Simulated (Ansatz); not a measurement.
Series nitrenes, diatomics and small unsaturated species, computed as singlets and as triplets. Gas-phase values, no solvent. One relaxed conformer stands for each flexible species; it need not be the lowest. Strings in code marks are SMILES.

Quantity: adiabatic spin-state energy, in kcal/mol. The DFT solution of `[CH+]` and `[BH]` is unstable or spin-contaminated; the geometry comes from it. HF references are unrestricted for open shells and restricted for singlets. The restricted reference of `[BH]`, `[AlH]`, `[CH+]` and `[SiH+]` is unstable towards unrestricted orbitals.

A: `[SiH+]`: multiplicity 3 minus multiplicity 1
B: `[CH+]`: multiplicity 3 minus multiplicity 1
C: `[AlH]`: multiplicity 3 minus multiplicity 1
D: `[BH]`: multiplicity 3 minus multiplicity 1

Question: Order them by adiabatic spin-state energy (lowest first) at the level composite: frozen-core CCSD(T) with HF/cc-pV5Z and the correlation energy extrapolated as X^-3 from cc-pVQZ and cc-pV5Z, plus full CI minus CCSD(T) in cc-pVDZ // B3LYP-D3(BJ)/def2-TZVP (Ansatz, a program for electronic structure).

Answer: B (28.0 kcal/mol), D (30.7 kcal/mol), C (43.3 kcal/mol), A (52.2 kcal/mol)
